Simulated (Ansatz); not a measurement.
Total energies of H$_{4}$S$_{2}$Si, SMILES `[SiH3]SS`.

```xyz
7

Si   -0.454   -0.202    0.881
S     0.903   -1.065   -0.537
S     0.447    0.182   -2.119
H    -1.843   -0.271    0.369
H    -0.084    1.212    1.141
H    -0.315   -1.006    2.123
H     1.346    1.150   -1.858
```

Charge 0, multiplicity 1. Geometry: relaxed with PBE0-D4/def2-TZVP. It is one conformer, not always the lowest. Basis def2-TZVPP, Ansatz 0.2.0.

RPA on PBE orbitals: Hartree–Fock energy of these orbitals -1086.33276 Eh, correlation -0.86689 Eh (frozen core).

| functional | kind | energy without D4 (Eh) | D4 term (kJ/mol) |
| --- | --- | --- | --- |
| LDA (SPW92) | LDA | -1084.40012 | – |
| PBE | GGA | -1087.83687 | -17.2 |
| revPBE | GGA | -1088.13006 | -46.8 |
| r2SCAN | meta-GGA | -1088.25190 | -3.8 |
| B97M-V | meta-GGA with VV10 | -1088.05711 | – |
| PBE0 | global hybrid, 25 % exact exchange | -1087.93250 | -14.5 |
| B3LYP | global hybrid, 20 % | -1088.39429 | -28.3 |
| r2SCANh | meta-GGA hybrid, 10 % | -1088.24655 | -4.2 |
| r2SCAN0 | meta-GGA hybrid, 25 % | -1088.23941 | -4.6 |
| BHLYP | global hybrid, 50 % | -1088.32815 | -23.9 |
| LC-ωPBE | long-range corrected hybrid | -1088.01502 | – |
| ωB97X-V | range-separated hybrid GGA with VV10 | -1088.16737 | – |
| B2PLYP | double hybrid | -1087.95524 | – |
| PBE-QIDH | double hybrid | -1087.67536 | – |

Q: Give the same for BLYP, HSE06 (plane-wave form), CAM-B3LYP, ωB97M-V. (Best estimate.)

A: The calculation gave: 
```tsv
functional	kind	energy without D4 (Eh)	D4 term (kJ/mol)
BLYP	GGA	-1088.32044	-37.6
HSE06 (plane-wave form)	screened hybrid	-1087.91090	-13.7
CAM-B3LYP	range-separated hybrid	-1088.35752	-15.0
ωB97M-V	range-separated hybrid meta-GGA with VV10	-1088.25979	–
```

B3LYP takes the VWN-RPA correlation (the form of Gaussian; ORCA's B3LYP/G). HSE06 is the plane-wave form, built on full-range PBE exchange. The double hybrids freeze the cores in their second-order part.

LC-ωPBE has ω = 0.4 bohr⁻¹.
